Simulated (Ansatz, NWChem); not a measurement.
C4H6 (1,3-butadiene): a line through the functionals

C4H6: 10 atoms, total charge 0, spin state singlet. As SMILES, `C=CC=C`. Geometry: relaxed at PBE0-D4/def2-TZVP. This is one conformer, not always the lowest.

The HOMO–LUMO gap y, in eV, basis 6-31G(d); a is the functional's share of exact exchange. Programs: Ansatz 0.2.0, NWChem 7.3.0.

| functional | program | a | y (eV) |
| --- | --- | --- | --- |
| revPBE | Ansatz | 0 | 4.13 |
| TPSS | NWChem | 0 | 4.28 |
| B3LYP | Ansatz | 0.2 | 5.69 |
| r2SCAN0 | Ansatz | 0.25 | ? |
| PBE0 | Ansatz | 0.25 | 6.11 |
| BHLYP | Ansatz | 0.5 | 8.10 |

Task: Fit y = c + s·a to the known rows and predict r2SCAN0.

Result: 
1. Means of the 5 rows: a = 0.1900, y = 5.662.
2. Σ(Δa)² = 0.172, Σ(Δa·Δy) = 1.3366, so the slope is 1.3366/0.172 = 7.7709.
3. Intercept: 5.662 − (7.7709) × 0.1900 = 4.186. The largest residual of the fit is 0.094.
4. r2SCAN0: 4.186 + (7.7709) × 0.25 = 6.13 eV.

The run gave 6.30 eV, so the prediction is off by -0.17 eV, more than the scatter of the fit. Exact exchange lowers occupied levels and raises empty ones. The rows mix families of semi-local functionals, which the line can't see.
